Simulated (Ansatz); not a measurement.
Ideal-gas functions of C3HF3 (`C#CC(F)(F)F`) at 600 K and 1 bar, from an Ansatz frequency run at PBE0-D4/def2-TZVP.

Molar mass 94.04 g/mol, point group C3v (symmetry number 3), electronic degeneracy 1, moments of inertia 88.295, 174.792, 174.792 u Å². Harmonic wavenumbers (cm⁻¹, unscaled): 183, 183, 458, 458, 543, 624, 624, 737, 737, 825, 1194, 1194, 1264, 2272, 3477.

Use S(trans) = R[1.5 ln M + 2.5 ln T − 1.1517]; rotational temperatures θ = 24.2544 K / I; S(rot) = R[ln(√π/σ · √(T³/θAθBθC)) + 1.5]; for each mode x = 1.438777 ν̃/T, S = R[x/(eˣ − 1) − ln(1 − e⁻ˣ)] and H = RT x/(eˣ − 1); 1 cm⁻¹ = 0.0119627 kJ/mol; R = 8.31446 J/(mol·K).

By hand: the entropy, in J/(mol·K).

Translation 180.1. Rotation: θ = 0.2747, 0.1388, 0.1388 K, giving 109.7. Vibration, mode by mode: 15.23, 15.23, 7.94, 7.94, 6.68, 5.70, 5.70, 4.58, 4.58, 3.88, 1.93, 1.93, 1.69, 0.23, 0.02, in all 83.3. Electronic 0.0. Sum 373.1 J/(mol·K).

By hand: H − E and G − E in kJ/mol, counted from the electronic energy.

Zero-point energy ½ × 14773 × 0.0119627 = 88.4; thermal vibration 28.0; translation, rotation and pV give 4 RT = 20.0. H − E = 136.4 kJ/mol, and G − E = 136.4 − 600 × 373.1/1000 = -87.5 kJ/mol.

Vibration gives 22 % of the entropy.
